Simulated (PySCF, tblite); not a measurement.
# CH₂F₂: bond homolysis

Aim: compute the bond homolysis of CH₂F₂ (`FCF`).

Programs: tblite 0.8.0 and PySCF 2.14.0, with routines of our own; each step states its level. All values are computed. Atoms count from 0.

## 1. The system as given

5 atoms, charge 0, multiplicity 1; geometry from: start built from the parent or by distance geometry.

## 2. Geometry optimisation with GFN2-xTB

The job: settings as JSON, then the geometry in Å.

```
{"job": {"kind": "relax", "xc": "GFN2-xTB", "basis": "xTB"}, "charge": 0, "multiplicity": 1}
F     -1.092400    -0.764700    -0.064300
C     -0.009300     0.054700    -0.033600
F      1.174400    -0.705800    -0.074900
H     -0.011300     0.606900     0.940400
H     -0.044200     0.814500    -0.802000
```

The run is started by

```bash
OMP_NUM_THREADS=1 python redox_run.py task.json out
```

The driver reads the jobs from task.json and runs them one after another.

Log:

```text
step      E/eV     max force
  0    -343.18484    2.047
  1    -343.27561    0.999
  2    -343.30917    0.685
  3    -343.32156    0.430
  4    -343.33072    0.204
  5    -343.33207    0.103
  6    -343.33259    0.055
  7    -343.33274    0.046
  8    -343.33291    0.036
  9    -343.33296    0.017
 10    -343.33297    0.003
```

It took 0.03 s on 1 thread of Arm Neoverse V1, shared host.

Step by step:

| step | energy from step 0 (eV) | largest force (eV/Å) |
| --- | --- | --- |
| 0 | 0.0000 | 2.0473 |
| 1 | -0.0908 | 0.9994 |
| 2 | -0.1243 | 0.6852 |
| 3 | -0.1367 | 0.4303 |
| 4 | -0.1459 | 0.2039 |
| 5 | -0.1472 | 0.1030 |
| 6 | -0.1477 | 0.0550 |
| 7 | -0.1479 | 0.0458 |
| 8 | -0.1481 | 0.0362 |
| 9 | -0.1481 | 0.0170 |
| 10 | -0.1481 | 0.0033 |

Close pairs (by a distance rule), those that changed most:

| bond | before (Å) | after (Å) | change (Å) |
| --- | --- | --- | --- |
| C1–F2 | 1.408 | 1.344 | -0.063 |
| C1–H3 | 1.120 | 1.099 | -0.021 |
| C1–H4 | 1.081 | 1.099 | +0.018 |
| F0–C1 | 1.358 | 1.344 | -0.014 |

The end geometry stands in the next job.

## 3. Harmonic vibrations with GFN2-xTB

The job: settings as JSON, then the geometry in Å.

```
{"job": {"kind": "ir", "xc": "GFN2-xTB", "basis": "xTB"}, "charge": 0, "multiplicity": 1}
F     -1.059335    -0.748688    -0.073450
C      0.000868     0.074234     0.000907
F      1.116614    -0.669559    -0.091067
H     -0.009571     0.578413     0.977038
H     -0.031331     0.771305    -0.847799
```

Log:

```text
mode    cm-1     km/mol
  1     478.9     15.55
  2    1061.0     23.86
  3    1063.1    207.93
  4    1075.2    101.22
  5    1204.3      0.00
  6    1306.9     15.45
  7    1406.0      0.05
  8    2921.6     29.90
  9    2924.0     18.03
ZPE 80.396  H(298)-E 91.257  G(298)-E 17.523 kJ/mol  S 247.31 J/(mol K)
```

Run time: 0.08 s. Hardware: 1 thread of Arm Neoverse V1, shared host.

The strongest bands and the atoms that carry them (share of the mass-weighted mode):

| cm⁻¹ | km/mol | atoms |
| --- | --- | --- |
| 479 | 15.6 | F2 41 %, F0 41 %, C1 15 % |
| 1061 | 23.9 | C1 32 %, H3 31 %, H4 31 % |
| 1063 | 207.9 | C1 57 %, F0 19 %, F2 18 % |
| 1075 | 101.2 | C1 51 %, F2 22 %, F0 22 % |
| 1307 | 15.4 | H4 43 %, H3 43 %, C1 13 % |
| 2922 | 29.9 | H4 59 %, H3 37 % |
| 2924 | 18.0 | H3 56 %, H4 35 % |

## 4. Geometry optimisation at PBE0-D3(BJ)/def2-SVP

The job: settings as JSON, then the geometry in Å.

```
{"job": {"xc": "PBE0", "basis": "def2-SVP", "d3": "d3bj", "grid": 1, "kind": "geom"}, "charge": 0, "multiplicity": 1}
F     -1.059335    -0.748688    -0.073450
C      0.000868     0.074234     0.000907
F      1.116614    -0.669559    -0.091067
H     -0.009571     0.578413     0.977038
H     -0.031331     0.771305    -0.847799
```

Log:

```text
step   0  E = -238.56274739  max force = 0.009619
step   1  E = -238.56289080  max force = 0.003531
step   2  E = -238.56291423  max force = 0.000122
step   3  E = -238.56291663  max force = 0.000090
optimisation converged
```

It took 2.5 s on 1 thread of Arm Neoverse V1, shared host.

Step by step:

| step | energy from step 0 (eV) | largest force component (eV/Å) |
| --- | --- | --- |
| 0 | 0.0000 | 0.4946 |
| 1 | -0.0039 | 0.1816 |
| 2 | -0.0045 | 0.0063 |
| 3 | -0.0046 | 0.0046 |

Distances of close pairs at the start and the end, largest changes first:

| bond | before (Å) | after (Å) | change (Å) |
| --- | --- | --- | --- |
| C1–H4 | 1.099 | 1.104 | +0.006 |
| C1–H3 | 1.099 | 1.104 | +0.006 |
| F0–C1 | 1.344 | 1.344 | +0.000 |
| C1–F2 | 1.344 | 1.344 | -0.000 |

The end geometry stands in the next job.

| at the end point | value |
| --- | --- |
| point group (found at 0.08 Å tolerance) | C2v |
| rotational constants (GHz, main isotopes) | 50.302, 10.676, 9.356 |
| dipole moment (D) | 1.80 |

## 5. Harmonic vibrations (CH₂F₂): PBE0-D3(BJ)/def2-SVP

The job: settings as JSON, then the geometry in Å.

```
{"job": {"xc": "PBE0", "basis": "def2-SVP", "d3": "d3bj", "grid": 2, "kind": "hessian"}, "charge": 0, "multiplicity": 1}
F     -1.081210    -0.728732    -0.071616
C      0.002471     0.063385     0.001114
F      1.110160    -0.688056    -0.120308
H      0.015103     0.565683     0.984590
H     -0.029258     0.792292    -0.828069
```

Log:

```text
coarse grid: 4504 points
cycle   1  E = -238.4629432597  dE =  2.709e-01  |g| = 6.402e-01  |ddm| = 2.042e+00
cycle   2  E = -238.4048014128  dE =  5.814e-02  |g| = 8.838e-01  |ddm| = 9.259e-01
cycle   3  E = -238.5310527228  dE = -1.263e-01  |g| = 2.324e-02  |ddm| = 5.412e-01
cycle   4  E = -238.5311437313  dE = -9.101e-05  |g| = 3.108e-03  |ddm| = 1.434e-02
cycle   5  E = -238.5311454302  dE = -1.699e-06  |g| = 2.804e-04  |ddm| = 2.372e-03
final grid: 45160 points
cycle   6  E = -238.5628949341  dE = -1.351e-05  |g| = 5.306e-03  |ddm| = 9.794e-03
cycle   7  E = -238.5628918058  dE =  3.128e-06  |g| = 6.960e-03  |ddm| = 7.668e-03
cycle   8  E = -238.5629003815  dE = -8.576e-06  |g| = 3.994e-04  |ddm| = 4.218e-03
cycle   9  E = -238.5629004132  dE = -3.166e-08  |g| = 8.895e-05  |ddm| = 4.125e-04
cycle  10  E = -238.5629004146  dE = -1.386e-09  |g| = 7.684e-06  |ddm| = 6.228e-05
cycle  11  E = -238.5629004146  dE = -7.276e-12  |g| = 1.775e-06  |ddm| = 5.549e-06
converged SCF energy = -238.5629004146

mode    cm-1
  1     546.1
  2    1170.9
  3    1175.2
  4    1192.1
  5    1279.0
  6    1484.5
  7    1525.5
  8    3055.9
  9    3130.8
ZPE 87.088  H(298)-E 97.709  G(298)-E 24.302 kJ/mol  S 246.21 J/(mol K)
```

It took 11 s on 1 thread of Arm Neoverse V1, shared host; peak memory 0.67 GiB.

Zero-point energy 87.09 kJ/mol (xTB gave 80.40).

## 6. Single point (CH2F2): M06-2X/def2-TZVP

Geometry: PBE0-D3(BJ)/def2-SVP.

The job: settings as JSON, then the geometry in Å.

```
{"job": {"kind": "sp", "xc": "M06-2X", "basis": "def2-TZVP", "grid": 3}, "charge": 0, "multiplicity": 1}
F     -1.081210    -0.728732    -0.071616
C      0.002471     0.063385     0.001114
F      1.110160    -0.688056    -0.120308
H      0.015103     0.565683     0.984590
H     -0.029258     0.792292    -0.828069
```

Log:

```text
coarse grid: 20728 points
cycle   1  E = -238.9344924192  dE =  3.182e-01  |g| = 6.305e-01  |ddm| = 1.488e+00
cycle   2  E = -238.9231208564  dE =  1.137e-02  |g| = 7.423e-01  |ddm| = 5.918e-01
cycle   3  E = -239.0029411302  dE = -7.982e-02  |g| = 3.460e-02  |ddm| = 2.813e-01
cycle   4  E = -239.0031169653  dE = -1.758e-04  |g| = 1.326e-02  |ddm| = 2.426e-02
cycle   5  E = -239.0031509359  dE = -3.397e-05  |g| = 2.602e-03  |ddm| = 1.047e-02
cycle   6  E = -239.0031526394  dE = -1.704e-06  |g| = 3.119e-04  |ddm| = 2.188e-03
final grid: 62264 points
cycle   7  E = -239.0033970467  dE = -5.967e-06  |g| = 1.107e-03  |ddm| = 6.622e-03
cycle   8  E = -239.0033972197  dE = -1.730e-07  |g| = 7.694e-04  |ddm| = 9.008e-04
cycle   9  E = -239.0033972962  dE = -7.648e-08  |g| = 1.966e-04  |ddm| = 4.241e-04
cycle  10  E = -239.0033973031  dE = -6.920e-09  |g| = 7.477e-05  |ddm| = 1.348e-04
converged SCF energy = -239.0033973031
```

Wall time 4.2 s (1 thread of Arm Neoverse V1, shared host); peak memory 0.44 GiB.

The fields below are evaluated on a grid from the run's orbitals.

Frontier orbitals at M06-2X/def2-TZVP, with the share of their density that lies nearest to each atom:

| orbital | energy (eV) | lies on |
| --- | --- | --- |
| HOMO | -11.58 | F0, F2 about 22 % each; H3, H4 about 22 % each; C1 12 % |
| LUMO | 2.39 | H3, H4 about 41 % each; C1 10 % |

ELF in a plane through or near 3 of the atoms.

Ten even steps from ' ' (0.00) to '@' (0.87):
```
                                                        
                                                        
                                                        
                                                        
                                                        
                        ........                        
                      ..::----::..                      
                    ..::**####**::..                    
            ..........::++++++++::..........            
          ..--++++==--==::----::==--==++++--..          
          --**%%@@@@%%%%##----##%%%%@@@@%%**--          
          --**@@@@==++%%%%++++%%%%++==@@@@##--          
          ::**%%%%**==%%##----##%%==++%%%%**::          
          ..--**%%@@@@@@**....**@@@@@@%%**--..          
            ..==##%%%%%%==    ==%%%%%%##==..            
              ..::--==--..    ..------::..              
                  ......        ......                  
                                                        
                                                        
                                                        
```
The map spans 7.4 Å across and 6.6 Å up, centred on the molecule. Atoms in the plane (x, y in Å): F0 (1.1, -0.7), C1 (0.0, 0.1), F2 (-1.1, -0.7).

On the surface of density 0.002 e/bohr³ the electrostatic potential runs, from the 1st to the 99th percentile, from -0.80 V near F0 to 1.35 V near H4.

## 7. Geometry optimisation with GFN2-xTB

This step treats CH2F radical, labelled `[CH2]F` (the label fixes atoms and charge, not where charge and spin sit).

The job: settings as JSON, then the geometry in Å.

```
{"job": {"kind": "relax", "xc": "GFN2-xTB", "basis": "xTB"}, "charge": 0, "multiplicity": 2}
C      0.018700     0.057300    -0.004200
F      1.099400    -0.679400    -0.143300
H      0.032600     0.558100     0.987800
H     -0.031800     0.806900    -0.848700
```

Log:

```text
step      E/eV     max force
  0    -211.85532    2.522
  1    -211.94704    1.325
  2    -211.98900    0.836
  3    -212.01865    0.589
  4    -212.04730    0.208
  5    -212.05210    0.070
  6    -212.05245    0.060
  7    -212.05279    0.047
  8    -212.05288    0.014
  9    -212.05289    0.005
```

Wall time 0.02 s (1 thread of Arm Neoverse V1, shared host).

Relaxation path:

| step | energy from step 0 (eV) | largest force (eV/Å) |
| --- | --- | --- |
| 0 | 0.0000 | 2.5222 |
| 1 | -0.0917 | 1.3248 |
| 2 | -0.1337 | 0.8357 |
| 3 | -0.1633 | 0.5891 |
| 4 | -0.1920 | 0.2077 |
| 5 | -0.1968 | 0.0703 |
| 6 | -0.1971 | 0.0605 |
| 7 | -0.1975 | 0.0468 |
| 8 | -0.1976 | 0.0140 |
| 9 | -0.1976 | 0.0047 |

Close pairs (by a distance rule), those that changed most:

| bond | before (Å) | after (Å) | change (Å) |
| --- | --- | --- | --- |
| C0–H3 | 1.130 | 1.071 | -0.059 |
| C0–H2 | 1.111 | 1.071 | -0.040 |
| C0–F1 | 1.315 | 1.332 | +0.017 |

The final coordinates are the input of the step that follows.

## 8. Infrared spectrum with GFN2-xTB

The job: settings as JSON, then the geometry in Å.

```
{"job": {"kind": "ir", "xc": "GFN2-xTB", "basis": "xTB"}, "charge": 0, "multiplicity": 2}
C      0.153791     0.204881     0.004873
F      1.085489    -0.734174    -0.151536
H     -0.027673     0.511283     1.014841
H     -0.092663     0.760860    -0.876558
```

Log:

```text
mode    cm-1     km/mol
  1     326.7     58.81
  2    1050.6     11.64
  3    1193.4     78.03
  4    1322.3     10.51
  5    3132.8     10.47
  6    3203.3     12.99
ZPE 61.183  H(298)-E 72.269  G(298)-E 1.041 kJ/mol  S 238.90 J/(mol K)
```

Wall time 0.07 s (1 thread of Arm Neoverse V1, shared host).

The strongest bands and the atoms that carry them (share of the mass-weighted mode):

| cm⁻¹ | km/mol | atoms |
| --- | --- | --- |
| 327 | 58.8 | H2 38 %, H3 38 %, C0 23 % |
| 1051 | 11.6 | H2 40 %, H3 40 %, C0 16 % |
| 1193 | 78.0 | F1 40 %, C0 38 %, H3 11 %, H2 11 % |
| 1322 | 10.5 | H3 37 %, H2 37 %, C0 23 % |
| 3133 | 10.5 | H2 49 %, H3 48 % |
| 3203 | 13.0 | H3 45 %, H2 44 %, C0 11 % |

## 9. Geometry optimisation at PBE0-D3(BJ)/def2-SVP

This step treats CH₂F radical, labelled `[CH2]F` (the label fixes atoms and charge, not where charge and spin sit).

The job: settings as JSON, then the geometry in Å.

```
{"job": {"xc": "PBE0", "basis": "def2-SVP", "d3": "d3bj", "grid": 1, "kind": "geom"}, "charge": 0, "multiplicity": 2}
C      0.153791     0.204881     0.004873
F      1.085489    -0.734174    -0.151536
H     -0.027673     0.511283     1.014841
H     -0.092663     0.760860    -0.876558
```

Log:

```text
step   0  E = -138.81797119  max force = 0.017787
step   1  E = -138.81238252  max force = 0.022807
step   2  E = -138.81805890  max force = 0.006203
step   3  E = -138.81854795  max force = 0.004339
step   4  E = -138.81870121  max force = 0.002078
step   5  E = -138.81872634  max force = 0.000897
step   6  E = -138.81873835  max force = 0.000244
optimisation converged
```

Wall time 3.3 s (1 thread of Arm Neoverse V1, shared host).

Relaxation path: (the energy doesn't fall at every step)

| step | energy from step 0 (eV) | largest force component (eV/Å) |
| --- | --- | --- |
| 0 | 0.0000 | 0.9146 |
| 1 | 0.1521 | 1.1728 |
| 2 | -0.0024 | 0.3190 |
| 3 | -0.0157 | 0.2231 |
| 4 | -0.0199 | 0.1069 |
| 5 | -0.0205 | 0.0461 |
| 6 | -0.0209 | 0.0125 |

Distances of close pairs at the start and the end, largest changes first:

| bond | before (Å) | after (Å) | change (Å) |
| --- | --- | --- | --- |
| C0–H2 | 1.071 | 1.093 | +0.022 |
| C0–H3 | 1.071 | 1.093 | +0.022 |
| C0–F1 | 1.332 | 1.325 | -0.007 |

The next job starts from the end point, and lists it.

| at the end point | value |
| --- | --- |
| point group (found at 0.08 Å tolerance) | Cs |
| rotational constants (GHz, main isotopes) | 260.5, 31.378, 28.241 |
| dipole moment (D) | 1.27 |
| ⟨S²⟩ | 0.754 |

## 10. Harmonic vibrations (CH₂F radical): PBE0-D3(BJ)/def2-SVP

The job: settings as JSON, then the geometry in Å.

```
{"job": {"xc": "PBE0", "basis": "def2-SVP", "d3": "d3bj", "grid": 2, "kind": "hessian"}, "charge": 0, "multiplicity": 2}
C      0.138475     0.143315    -0.002271
F      1.256470    -0.554306    -0.138111
H     -0.102460     0.449620     1.018964
H     -0.173207     0.705193    -0.886297
```

Log:

```text
coarse grid: 3416 points
cycle   1  E = -138.7743120716  dE =  5.513e-02  |g| = 2.706e-01  |ddm| = 1.333e+00
cycle   2  E = -138.7519072689  dE =  2.240e-02  |g| = 3.815e-01  |ddm| = 3.856e-01
cycle   3  E = -138.7993920365  dE = -4.748e-02  |g| = 2.623e-02  |ddm| = 2.338e-01
cycle   4  E = -138.7996926252  dE = -3.006e-04  |g| = 4.718e-03  |ddm| = 2.084e-02
cycle   5  E = -138.7997159438  dE = -2.332e-05  |g| = 1.764e-03  |ddm| = 7.955e-03
cycle   6  E = -138.7997185416  dE = -2.598e-06  |g| = 8.131e-04  |ddm| = 2.819e-03
final grid: 33560 points
cycle   7  E = -138.8187019305  dE = -9.792e-06  |g| = 2.789e-03  |ddm| = 6.247e-03
cycle   8  E = -138.8187006641  dE =  1.266e-06  |g| = 3.529e-03  |ddm| = 4.651e-03
cycle   9  E = -138.8187055177  dE = -4.854e-06  |g| = 4.487e-04  |ddm| = 2.354e-03
cycle  10  E = -138.8187055938  dE = -7.612e-08  |g| = 5.596e-05  |ddm| = 3.586e-04
cycle  11  E = -138.8187055976  dE = -3.823e-09  |g| = 1.674e-05  |ddm| = 1.058e-04
cycle  12  E = -138.8187055981  dE = -4.207e-10  |g| = 3.376e-06  |ddm| = 4.385e-05
cycle  13  E = -138.8187055981  dE = -1.191e-11  |g| = 5.233e-07  |ddm| = 7.062e-06
converged SCF energy = -138.8187055981

mode    cm-1
  1     549.7
  2    1176.8
  3    1251.3
  4    1475.2
  5    3148.6
  6    3310.6
ZPE 65.269  H(298)-E 75.782  G(298)-E 5.501 kJ/mol  S 235.72 J/(mol K)
```

Run time: 7.8 s. Hardware: 1 thread of Arm Neoverse V1, shared host; peak memory 0.53 GiB.

Zero-point energy 65.27 kJ/mol (xTB gave 61.18).

## 11. Single point (CH2F radical): M06-2X/def2-TZVP

Geometry: PBE0-D3(BJ)/def2-SVP.

The job: settings as JSON, then the geometry in Å.

```
{"job": {"kind": "sp", "xc": "M06-2X", "basis": "def2-TZVP", "grid": 3}, "charge": 0, "multiplicity": 2}
C      0.138475     0.143315    -0.002271
F      1.256470    -0.554306    -0.138111
H     -0.102460     0.449620     1.018964
H     -0.173207     0.705193    -0.886297
```

Log:

```text
coarse grid: 15424 points
cycle   1  E = -139.0444322994  dE =  7.884e-02  |g| = 2.686e-01  |ddm| = 9.783e-01
cycle   2  E = -139.0433857944  dE =  1.047e-03  |g| = 3.105e-01  |ddm| = 2.708e-01
cycle   3  E = -139.0718560396  dE = -2.847e-02  |g| = 2.846e-02  |ddm| = 1.267e-01
cycle   4  E = -139.0722454276  dE = -3.894e-04  |g| = 9.771e-03  |ddm| = 2.002e-02
cycle   5  E = -139.0723355401  dE = -9.011e-05  |g| = 3.849e-03  |ddm| = 1.245e-02
cycle   6  E = -139.0723504270  dE = -1.489e-05  |g| = 1.173e-03  |ddm| = 4.707e-03
cycle   7  E = -139.0723524973  dE = -2.070e-06  |g| = 2.392e-04  |ddm| = 2.268e-03
final grid: 48000 points
cycle   8  E = -139.0724643079  dE = -4.127e-06  |g| = 1.000e-03  |ddm| = 3.062e-03
cycle   9  E = -139.0724644149  dE = -1.070e-07  |g| = 1.010e-03  |ddm| = 8.357e-04
cycle  10  E = -139.0724646973  dE = -2.824e-07  |g| = 1.380e-04  |ddm| = 4.184e-04
cycle  11  E = -139.0724647128  dE = -1.546e-08  |g| = 2.446e-05  |ddm| = 1.663e-04
cycle  12  E = -139.0724647138  dE = -1.002e-09  |g| = 1.019e-05  |ddm| = 4.942e-05
converged SCF energy = -139.0724647138
```

It took 3.3 s on 1 thread of Arm Neoverse V1, shared host.

## 12. Geometry optimisation with GFN2-xTB

This step treats CHF2 radical, labelled `F[CH]F` (the label fixes atoms and charge, not where charge and spin sit).

The job: settings as JSON, then the geometry in Å.

```
{"job": {"kind": "relax", "xc": "GFN2-xTB", "basis": "xTB"}, "charge": 0, "multiplicity": 2}
F     -1.065000    -0.734800    -0.076900
C     -0.008300     0.072000    -0.021900
F      1.127600    -0.695700    -0.117100
H     -0.031800     0.806900    -0.848700
```

Log:

```text
step      E/eV     max force
  0    -327.04754    1.956
  1    -327.11264    0.935
  2    -327.13173    0.442
  3    -327.14151    0.371
  4    -327.15036    0.135
  5    -327.15082    0.038
  6    -327.15086    0.020
  7    -327.15088    0.016
  8    -327.15089    0.009
```

Wall time 0.02 s (1 thread of Arm Neoverse V1, shared host).

The steps of the relaxation:

| step | energy from step 0 (eV) | largest force (eV/Å) |
| --- | --- | --- |
| 0 | 0.0000 | 1.9560 |
| 1 | -0.0651 | 0.9351 |
| 2 | -0.0842 | 0.4423 |
| 3 | -0.0940 | 0.3710 |
| 4 | -0.1028 | 0.1355 |
| 5 | -0.1033 | 0.0378 |
| 6 | -0.1033 | 0.0195 |
| 7 | -0.1033 | 0.0162 |
| 8 | -0.1033 | 0.0091 |

Close pairs (by a distance rule), those that changed most:

| bond | before (Å) | after (Å) | change (Å) |
| --- | --- | --- | --- |
| C1–F2 | 1.374 | 1.326 | -0.048 |
| C1–H3 | 1.106 | 1.081 | -0.026 |
| F0–C1 | 1.331 | 1.326 | -0.005 |

The final coordinates are the input of the step that follows.

## 13. Harmonic vibrations with GFN2-xTB

The job: settings as JSON, then the geometry in Å.

```
{"job": {"kind": "ir", "xc": "GFN2-xTB", "basis": "xTB"}, "charge": 0, "multiplicity": 2}
F     -1.072302    -0.738237    -0.047747
C      0.004572     0.033354    -0.103608
F      1.119096    -0.684816    -0.089120
H     -0.028735     0.838134    -0.824112
```

Log:

```text
mode    cm-1     km/mol
  1     466.3      9.19
  2     749.4     28.17
  3    1141.8     58.51
  4    1153.5     67.23
  5    1227.4    218.31
  6    3050.0     15.95
ZPE 46.584  H(298)-E 57.553  G(298)-E -19.289 kJ/mol  S 257.73 J/(mol K)
```

Wall time 0.07 s (1 thread of Arm Neoverse V1, shared host).

The strongest bands and the atoms that carry them (share of the mass-weighted mode):

| cm⁻¹ | km/mol | atoms |
| --- | --- | --- |
| 466 | 9.2 | F0 39 %, F2 39 %, C1 21 % |
| 749 | 28.2 | H3 67 %, C1 27 % |
| 1142 | 58.5 | H3 73 % |
| 1154 | 67.2 | C1 51 %, F0 23 %, F2 23 % |
| 1227 | 218.3 | C1 62 %, H3 20 % |
| 3050 | 15.9 | H3 93 % |

## 14. Geometry optimisation at PBE0-D3(BJ)/def2-SVP

This step treats CHF₂ radical, labelled `F[CH]F` (the label fixes atoms and charge, not where charge and spin sit).

The job: settings as JSON, then the geometry in Å.

```
{"job": {"xc": "PBE0", "basis": "def2-SVP", "d3": "d3bj", "grid": 1, "kind": "geom"}, "charge": 0, "multiplicity": 2}
F     -1.072302    -0.738237    -0.047747
C      0.004572     0.033354    -0.103608
F      1.119096    -0.684816    -0.089120
H     -0.028735     0.838134    -0.824112
```

Log:

```text
step   0  E = -237.89797218  max force = 0.019067
step   1  E = -237.89829630  max force = 0.006586
step   2  E = -237.89855754  max force = 0.002996
step   3  E = -237.89857619  max force = 0.000482
step   4  E = -237.89857636  max force = 0.000076
optimisation converged
```

Run time: 3.8 s. Hardware: 1 thread of Arm Neoverse V1, shared host.

Relaxation path:

| step | energy from step 0 (eV) | largest force component (eV/Å) |
| --- | --- | --- |
| 0 | 0.0000 | 0.9805 |
| 1 | -0.0088 | 0.3387 |
| 2 | -0.0159 | 0.1541 |
| 3 | -0.0164 | 0.0248 |
| 4 | -0.0164 | 0.0039 |

Close pairs (by a distance rule), those that changed most:

| bond | before (Å) | after (Å) | change (Å) |
| --- | --- | --- | --- |
| C1–H3 | 1.081 | 1.101 | +0.020 |
| F0–C1 | 1.326 | 1.317 | -0.009 |
| C1–F2 | 1.326 | 1.317 | -0.009 |

The final coordinates are the input of the step that follows.

| at the end point | value |
| --- | --- |
| point group (found at 0.08 Å tolerance) | Cs |
| rotational constants (GHz, main isotopes) | 68.611, 11.070, 9.675 |
| dipole moment (D) | 1.29 |
| ⟨S²⟩ | 0.752 |

[end of part 1 of 3]
